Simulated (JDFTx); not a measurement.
System: pyrrole, C4H5N (SMILES c1cc[nH]c1), charge 0, multiplicity 1; geometry: optimised with GFN2-xTB in vacuum (no frequencies checked; largest PBE force component 0.6 eV/Å). Z-matrix (Å, degrees):
```
N
H 1 1.0060
C 1 1.3584 2 125.38
C 1 1.3585 2 125.28 3 179.87
C 4 1.3671 1 108.15 2 -179.85
C 3 1.3671 1 108.16 2 179.86
H 6 1.0719 3 126.41 1 -179.99
H 5 1.0720 4 126.42 1 179.99
H 4 1.0723 1 121.42 2 0.15
H 3 1.0723 1 121.42 2 -0.14
```

All numbers are PBE, GBRV ultrasoft potentials, plane waves to 20/100 Ha results from JDFTx (a modified build), not measurements. Liquid: CANDLE, water, 1 M KCl. The liquid run sits in a periodic box with 3.75 Å from the outermost atoms to the faces; the vacuum run is isolated. The box matters at about 0.01 eV. ΔG_solv is the difference of the two single-point energies, liquid minus vacuum; no corrections are added.

```json
{
  "solvation_energy": "-20.6 kJ/mol",
  "part: cavitation term of the fluid": "47 kJ/mol",
  "part: dispersion term of the fluid": "-41 kJ/mol",
  "part: electrostatic term of the fluid": "-36 kJ/mol",
  "part: distortion of the solute's electrons": "8.5 kJ/mol",
  "dipole_moment_in_vacuum": "1.86 D",
  "dipole_moment_in_the_liquid": "2.81 D",
  "highest occupied level in vacuum (zero: vacuum level)": "-5.16 eV",
  "highest occupied level in the liquid (zero: bulk electrolyte)": "-5.13 eV",
  "volume of the model's cavity": "226.7 Å³",
  "rough_cost_vacuum_and_liquid_run": "2 min and 3 min of core time"
}
```
